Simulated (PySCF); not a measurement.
# One molecule, many functionals

Species: azetidine, C3H7N.
Cartesian coordinates in Å at the PBE0-D3(BJ)/def2-SVP level; atoms count from 1:
```xyz
11
C3H7N angstrom
C      0.0538    0.9016   -0.3504
C      1.0261   -0.1211    0.2621
N      0.0551   -1.1733   -0.0416
C     -1.0184   -0.1855   -0.1640
H     -0.0861    1.8548    0.1775
H      0.2678    1.1002   -1.4099
H      2.0150   -0.2407   -0.2131
H      1.1849    0.0638    1.3440
H     -0.0676   -1.9012    0.6578
H     -1.6070   -0.0246    0.7619
H     -1.7255   -0.3594   -0.9934
```

Linear-response calculations in the def2-SVPD basis (PySCF; singlets by full response, triplets Tamm–Dancoff, core orbitals frozen in the response; HF means time-dependent Hartree–Fock). 'Strongest' is the level of largest summed f among the singlets computed (10 roots, of which the last may lack a degenerate partner); it can jump between rows when another state enters that window. S1 is the lowest singlet of each run and needn't be the same state throughout; f(S1) is that of one state. Isolated species at its PBE0-D3(BJ)/def2-SVP geometry, gas phase.

```csv
functional,kind,S1 (eV),f(S1),strongest (eV),T1 (eV),HOMO (eV),gap (eV),"ionisation energy, ΔSCF (eV)"
LDA,LDA,5.23,0.009,7.97,5.06,-5.11,5.17,8.74
PBE,GGA,5.23,0.008,7.97,5.03,-5.04,5.17,8.63
PBE0,"global hybrid, 25% exact exchange",5.99,0.004,8.94,5.72,-6.46,7.33,8.77
BHandHLYP,"global hybrid, 50% exact exchange",6.46,0.002,9.65,6.15,-7.85,9.21,8.75
CAM-B3LYP,range-separated hybrid,6.09,0.001,9.29,5.81,-7.89,9.40,8.90
wB97X-D,range-separated hybrid,6.36,0.001,8.62,6.16,-8.37,10.92,8.86
LC-wPBE,range-separated hybrid,6.68,0.000,9.13,6.33,-9.23,11.87,8.97
HF,Hartree–Fock,7.42,0.000,9.98,6.95,-10.03,12.95,not settled
```

Q: What does B3LYP (global hybrid, 20% exact exchange) give?

A: S1 (eV) 5.75, f(S1) 0.005, strongest (eV) 8.60, T1 (eV) 5.52, HOMO (eV) -6.25, gap (eV) 6.80, ionisation energy, ΔSCF (eV) 8.84. S1 runs from 5.23 eV (LDA) to 7.42 eV (HF), a spread of 2.20 eV, while the orbital gap spreads over 7.8 eV. Along PBE (0%), B3LYP (20%), PBE0 (25%), BHandHLYP (50%), HF (100%) S1 rises with the share of exact exchange. −ε(HOMO) comes closest to its own ΔSCF ionisation energy with LC-wPBE (+0.26 eV) and misses most with LDA (-3.64 eV). 'Not settled' means that the ion's SCF failed to converge or may have ended in another state than the lowest.
